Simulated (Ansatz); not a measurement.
## SrTiO3: computed properties

Level of theory: DFT PBE, scalar-relativistic, plane waves, PAW (Ansatz 0.2.0).

Cutoff 420 eV; k points 8×8×8 on the computed 5-atom cell (Γ-centred); Gaussian smearing, width 0.02 eV; no spin polarisation.

The structure is relaxed at this level of theory with its symmetry kept. Whether it is the stable form of this composition wasn't checked.

```
Sr Ti O
1.0
     3.93640    0.00000    0.00000
     0.00000    3.93640    0.00000
     0.00000    0.00000    3.93640
Sr Ti O
1 1 3
Direct
  0.50000 0.50000 0.50000
  0.00000 0.00000 0.00000
  0.50000 0.00000 0.00000
  0.00000 0.50000 0.00000
  0.00000 0.00000 0.50000
```

Problem. Formation energy from the elements' standard states (uncorrected)?

Solution. -3.139 eV/atom.

Problem. Kohn–Sham band gap?

Solution. 1.84 eV, indirect from R to Γ.

Problem. Löwdin character of the top 1 eV of the valence band?

Solution. O 2p 95 %.

Problem. Löwdin character of the lowest 1 eV of the conduction band?

Solution. Ti 3d 88 %, O 2p 10 %.

Problem. Electron masses at the edge by Cartesian direction of the standard setting (m_e; degenerate bands sorted by energy; no spin-orbit coupling)?

Solution. x: 6.7, 0.40, 0.40; y: 6.7, 0.40, 0.40; z: 6.7, 0.40, 0.40.

Problem. Hole masses at the edge by Cartesian direction of the standard setting (m_e; degenerate bands sorted by energy; no spin-orbit coupling)?

Solution. x: 12, 0.81, 0.81; y: 12, 0.81, 0.81; z: 12, 0.81, 0.81.

Problem. Bulk modulus?

Solution. 170 GPa.

Problem. Its pressure derivative?

Solution. 4.4.

Problem. Electronic dielectric constant xx, yy, zz of the standard setting (independent particles)?

Solution. 6.4, 6.4, 6.4.

Problem. Bader charges (e)?

Solution. Sr (1 in the cell) 1.60, Ti (1 in the cell) 2.24, O (3 in the cell) -1.28.

A ferromagnetic start lost its moments in a first run, so spin was left out; other magnetic orders weren't tried.

Symmetry holds off the tilts and polar distortions that many cubic perovskites undergo.